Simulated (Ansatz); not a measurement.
Mulliken charges of `O=C=C(O)F` from B3LYP/def2-TZVPP in Ansatz (PBE0-D4/def2-TZVP geometry).

```
atom   x (Å)   y (Å)   z (Å)  charge (e)
  O1   0.848  -2.099   0.318      -0.140
  C2   0.537  -1.000   0.096       0.185
  C3   0.162   0.236  -0.153       0.207
  O4  -1.113   0.580  -0.392      -0.279
  F5   1.094   1.195  -0.296      -0.193
  H6  -1.486   1.024   0.381       0.220
```

Problem. By hand: the dipole of these point charges (1 e Å = 4.8032 D).

Solution. Σ q r = (-0.213, -0.009, 0.192) e Å, of length 0.287 e Å = 1.38 D.

Problem. How does the dipole of the full density compare? (Estimate.)

Solution. Ansatz gave: (-0.266, 0.198, 0.247) e Å, 1.99 D; the point charges give 0.69 times that, at 30° from its direction.

Point charges leave out the atoms' own dipoles, such as those of lone pairs, and Mulliken's split depends on the basis, so the two needn't agree.

B3LYP here is the variant with VWN-RPA as its local correlation; programs differ in this.
